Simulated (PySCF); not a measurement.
Isomers of C5H10O, mass 86.073 u with the commonest isotopes. Computed with PBE0-D3(BJ)/def2-SVP geometry optimisation, gas phase in PySCF. One conformer each, none proved a minimum here; rigid rotors.

Problem. Order these by rotational constant C, smallest first.
A. `[CH3:1][C:2](=[O:3])[CH:4]([CH3:5])[CH3:6]` with C1–C2–C4–C5 168°
B. `[OH:1][CH:2]1[CH2:3][CH2:4][CH2:5][CH2:6]1` with H–O1–C2–C3 -171°, O1–C2–C3–C4 77°, C2–C3–C4–C5 24°, C3–C4–C5–C6 2°, C4–C5–C6–C2 -27° (cyclopentanol)
C. `[CH3:1][CH2:2][C:3](=[O:4])[CH2:5][CH3:6]` with C1–C2–C3–O4 0°, C2–C3–C5–C6 -179°

Solution. C (1681 MHz), A (2140 MHz), B (2948 MHz).

Problem. Order these by out-of-plane moment Σ m c² = (Ia + Ib − Ic)/2, smallest first.
A. `[CH3:1][CH2:2][C:3](=[O:4])[CH2:5][CH3:6]` with C1–C2–C3–O4 0°, C2–C3–C5–C6 -179°
B. `[CH3:1][C:2](=[O:3])[CH:4]([CH3:5])[CH3:6]` with C1–C2–C4–C5 168°
C. `[OH:1][CH:2]1[CH2:3][CH2:4][CH2:5][CH2:6]1` with H–O1–C2–C3 -171°, O1–C2–C3–C4 77°, C2–C3–C4–C5 24°, C3–C4–C5–C6 2°, C4–C5–C6–C2 -27°

Solution. A (6.23 u·Å²), B (19.43 u·Å²), C (33.83 u·Å²).

Problem. Order these by dipole moment, largest first.
A. `[CH3:1][C:2](=[O:3])[CH:4]([CH3:5])[CH3:6]` with C1–C2–C4–C5 168°
B. `[CH3:1][CH2:2][C:3](=[O:4])[CH2:5][CH3:6]` with C1–C2–C3–O4 0°, C2–C3–C5–C6 -179° (diethyl ketone)
C. `[OH:1][CH:2]1[CH2:3][CH2:4][CH2:5][CH2:6]1` with H–O1–C2–C3 -171°, O1–C2–C3–C4 77°, C2–C3–C4–C5 24°, C3–C4–C5–C6 2°, C4–C5–C6–C2 -27°

Solution. A (2.74 D), B (2.59 D), C (1.43 D).

| SMILES | point group | Ia (u·Å²) | Ib (u·Å²) | Ic (u·Å²) | κ | μa (D) | μb (D) | μc (D) |
| --- | --- | --- | --- | --- | --- | --- | --- | --- |
| OC1CCCC1 | – | 100.76 | 138.31 | 171.41 | -0.32 | 0.08 | 1.20 | 0.78 |
| CC(=O)C(C)C | C1 | 106.92 | 168.05 | 236.12 | -0.33 | 0.61 | 2.45 | 1.06 |
| CCC(=O)CC | C2v | 56.27 | 256.89 | 300.70 | -0.92 | 0.00 | 2.59 | 0.00 |
